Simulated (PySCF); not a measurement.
## O: ionisation energy

O [He] 2s2 2p4 (3P) → O⁺ [He] 2s2 2p3 (4S), as a difference of total energies. Computed with PySCF 2.14 in aug-cc-pVDZ-DK, with the spin-free X2C one-electron Hamiltonian (Gaussian nucleus). Correlated levels: valence: 1s2 frozen. The calculations carry no spin-orbit coupling.

Order these methods by the ionisation energy they give, lowest first.
A. CCSD (valence)
B. MP2 (valence)
C. r2SCAN
D. CCSD(T) (valence)

B (13.086 eV), A (13.110 eV), D (13.138 eV), C (13.711 eV).

Errors of the correlated levels include the incompleteness of this basis and the frozen core.

For comparison: 13.608 eV (measured; NIST levels, between the centres of gravity of the two terms).
